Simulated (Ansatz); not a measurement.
Consider the isomerisation: `CC[C]=O`• → `[CH2]OC=C`•.

Isolated molecules relaxed with PBE0-D4/def2-TZVP in Ansatz; ΔE leaves out vibrations. CCSD(T)/CBS is the MP2 limit (def2-TZVPP, def2-QZVPP) plus CCSD(T) − MP2 in def2-TZVPP, frozen cores. DFT in def2-TZVPP. Open shells (•) are unrestricted, without spin–orbit coupling. Each species was taken in one conformer, which may not be the lowest.

| level | ΔE (kJ/mol) |
| --- | --- |
| r2SCAN | 114.7 |
| BHLYP | 114.9 |
| CAM-B3LYP | 115.4 |
| MP2/def2-SVP | 152.1 |

(1) What does CCSD(T)/CBS give? (An estimate is asked.)

Largest T1 diagnostic among the species: 0.018.

## Answers

(1) Computed: +122.8 kJ/mol. The listed levels differ from it by -8.1, -7.9, -7.4, 29.3 kJ/mol.

In def2-TZVPP, CCSD(T) changes the Hartree–Fock value by +10.9 kJ/mol (the triples alone add +1.5 kJ/mol) and MP2 by +22.0 kJ/mol. At CCSD(T), def2-SVP lies +15.0 kJ/mol from the extrapolated value and def2-TZVPP +2.6 kJ/mol.

CCSD(T)/CBS has its own doubt, a few kJ/mol and more with outer-core shells, so smaller differences from it don't rank the levels.
